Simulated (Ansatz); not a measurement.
Cartesian coordinates in Å:
```
C 0.6408 -0.6119 -1.3098
Si -0.5227 -0.4809 0.1507
C -0.1686 1.0463 1.1737
H 0.4279 -1.5050 -1.9017
H 1.6799 -0.6685 -0.9761
H 0.5432 0.2576 -1.9647
H -0.3865 -1.6950 1.0058
H -1.9311 -0.4370 -0.3376
H 0.8527 1.0266 1.5622
H -0.8512 1.1157 2.0237
H -0.2843 1.9524 0.5737
```

Total charge 0; spin multiplicity 1.

Task: List the ωB97M-V/def2-TZVPP orbital energies in eV (Ansatz 0.2.0). (An estimate is asked.)

Result: Ansatz gave: Occupied: -1806.45, -280.85, -280.85, -147.53, -101.65, -101.64, -101.63, -22.56, -21.81, -16.50, -14.18, -14.07, -13.52, -13.51, -11.22, -11.17, -11.08. Lowest empty: 2.50, 2.54, 3.46, 3.96, 4.20, 4.39, 4.75, 5.06.
